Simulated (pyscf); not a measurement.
`[F][BH][F]` + `[ClH]` → `[FH]` + `[F][BH][Cl]` (four-centre exchange; singlet surface; B–F, Cl–H broken, F–H, B–Cl formed). Structures and frequencies: ωB97X-D3(BJ)/def2-SVP in PySCF. MP2 and CC: frozen core, UHF for open shells. ΔMP2 is the change of the MP2 total energy from the triple- to the quadruple-zeta basis. Energies in eV from the separated reactants.

```
level                                barrier  reaction energy
--------------------------------  ----------  ---------------
r²SCAN/def2-TZVP                        0.98            +0.72
PBE0-D3(BJ)/def2-TZVP                   1.01            +0.66
M06-2X/def2-TZVP                        1.14            +0.74
HF/def2-TZVP                            2.01            +0.86
CCSD/def2-TZVPP                         1.39            +0.72
CCSD(T)/def2-TZVPP                (withheld)            +0.69
CCSD(T)/def2-TZVPP + ΔMP2(QZVPP)  (withheld)       (withheld)
```

Q: Complete the blanks.

A: 
- CCSD(T)/def2-TZVPP, barrier: 1.26
- CCSD(T)/def2-TZVPP + ΔMP2(QZVPP), barrier: 1.26
- CCSD(T)/def2-TZVPP + ΔMP2(QZVPP), reaction energy: +0.67

Of the functionals in the table, M06-2X is closest to CCSD(T)/def2-TZVPP + ΔMP2(QZVPP) in the barrier (0.12 eV apart) and r²SCAN least close (0.28 eV); that level has limits of its own. One saddle was located; it need not be the lowest between these sides. The CCSD(T) − MP2 part came from Ansatz, without density fitting, on the same reference.
